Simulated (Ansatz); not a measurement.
**Zinc-blende HgS (metastable phase)**

Computed with PBEsol in Ansatz (plane waves, PAW).

Settings: plane-wave cutoff 520 eV, 10×10×10 k mesh, Fermi–Dirac smearing 0.01 eV, scalar-relativistic PAW data made under PBE.

Cell (relaxed at this level):

HgS has the cubic space group F-43m (No. 216), the zinc blende structure, Pearson symbol cF8. Conventional cell: a = 5.8757 Å, b = 5.8757 Å, c = 5.8757 Å, α = 90.00°, β = 90.00°, γ = 90.00°. Hg on 4a sees 4 S at 2.544 Å (tetrahedral). S on 4d sees 4 Hg at 2.544 Å (tetrahedral). (Neighbours: up to the widest gap in distance over summed covalent radii, below 1.35, at either atom; cation-cation and far metal-metal contacts left out.)
(The calculation used a cell of 2 atoms; values per cell refer to that cell.)

For zinc-blende HgS (metastable phase), the bulk modulus is 60.3 GPa and the band gap comes out as none. The pressure derivative B′ of the bulk modulus is 4.9.

Spin–orbit coupling is not included; it can open a gap where bands touch, and shift volumes and moduli.

The computed numbers hold no vibrational or temperature effects.

Cost on a shared machine: roughly 40 core-seconds.

Ansatz is an electronic-structure program.
